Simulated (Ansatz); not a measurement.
System: rutile CrO2. Method: BLYP (plane waves, PAW; Ansatz, a first-principles code).

Settings: plane-wave cutoff 520 eV, 12×12×18 k mesh (along the axes of the cell as run), Fermi–Dirac smearing 0.05 eV, spin-polarised with parallel moments, scalar-relativistic PAW data made under PBE.

Cell (measured lattice):

```
CELL_PARAMETERS angstrom
      4.41900     0.00000     0.00000
      0.00000     4.41900     0.00000
      0.00000     0.00000     2.91540
ATOMIC_POSITIONS crystal
  Cr 0.00000 0.00000 0.00000
  Cr 0.50000 0.50000 0.50000
  O  0.30396 0.30396 0.00000
  O  0.80396 0.19604 0.50000
  O  0.19604 0.80396 0.50000
  O  0.69604 0.69604 0.00000
```
Starting moments (μB, in the order of the record's atoms Cr Cr O O O O): 2.5 2.5 0.0 0.0 0.0 0.0.

Question: What does this level give for the magnetic moment (largest site, within a sphere)?

Answer: 
- magnetic moment (largest site, within a sphere): 1.73 μB

The run finds no gap.

Note: cell and atoms aren't relaxed at this level (largest force component 0.12 eV/Å, pressure 10.4 GPa).

Moments are spin moments.
